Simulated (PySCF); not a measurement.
Species: C4H5F.
Numbering: `[CH:1]#[C:2][CH2:3][CH2:4][F:5]` (hydrogens: H6 on C1; H7, H8 on C3; H9, H10 on C4)

Geometry (PBE0-D3(BJ)/def2-SVP, Å), atoms numbered from 1 in this order:
```xyz
10
C4H5F angstrom
C      2.3793   -0.3748    0.3097
C      1.2447   -0.3273   -0.1103
C     -0.1333   -0.2536   -0.5712
C     -1.0589    0.3381    0.4809
F     -2.3399    0.3533   -0.0007
H      3.3901   -0.4230    0.6694
H     -0.1952    0.3577   -1.4870
H     -0.4982   -1.2593   -0.8387
H     -1.0279   -0.2637    1.4043
H     -0.7553    1.3691    0.7277
```

The closed-shell ground state was solved at several levels (PySCF, density fitting, gas phase, non-relativistic).

```csv
level,basis functions,HOMO (eV),LUMO (eV),gap (eV),dipole (D)
CAM-B3LYP/def2-SVPD,143,-9.42,1.29,10.71,1.31
PBE0/def2-SVP,95,-7.91,1.07,8.98,1.12
B97-D/pcSseg-2,250,-6.72,-0.24,6.48,1.04
PBE0/STO-3G,30,-5.34,5.01,10.35,0.39
BP86/pcSseg-2,250,-6.86,-0.39,6.47,1.01
```

(1) What might LDA/pcSseg-2 (250 basis functions) give for the same quantities?

(2) Over all these levels, which gives the widest orbital gap and which the narrowest?

(3) How far do the dipole and the HOMO energy spread over the levels?

## Answers

(1) HOMO -6.93 eV, LUMO -0.55 eV, gap 6.38 eV, dipole 1.05 D.

(2) CAM-B3LYP/def2-SVPD (range-separated hybrid) has the widest, 10.71 eV, and LDA/pcSseg-2 (LDA) the narrowest, 6.38 eV. Functional and basis both differ between the two, so the spread mixes both effects.

(3) The dipole runs from 0.39 to 1.31 D (mean 0.99 D) and the HOMO from -9.42 to -5.34 eV.

One conformer stands for the species.
